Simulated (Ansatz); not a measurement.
# Structural energy differences of rhenium

Level of theory: DFT, PBEsol, plane waves (420 eV) with PAW, scalar-relativistic (Ansatz 0.2.0). (PAW data from PBE, frozen cores regenerated.)

Each structure is relaxed within its own symmetry, so a high-lying one may be dynamically unstable.

```tsv
structure	ΔE (meV/atom)	V (Å³/atom)	cell	magnetic state
dhcp	-1	14.55	a = 2.753 Å, c = 8.870 Å (c/a = 3.222)	spin not included
hcp	0	14.56	a = 2.752 Å, c = 4.438 Å (c/a = 1.612)	spin not included
fcc	67	14.61	a = 3.880 Å	spin not included
omega (AlB2-type)	186	14.79	a = 4.341 Å, c = 2.718 Å (c/a = 0.626)	spin not included
A15	186	14.78	a = 4.908 Å	spin not included
bcc	320	14.68	a = 3.085 Å	spin not included
simple cubic	1457	16.66	a = 2.554 Å	spin not included
diamond	1811	21.89	a = 5.595 Å	spin not included
```

ΔE counts from hcp.

Differences under about 8 meV lie within the error of the k-point mesh.
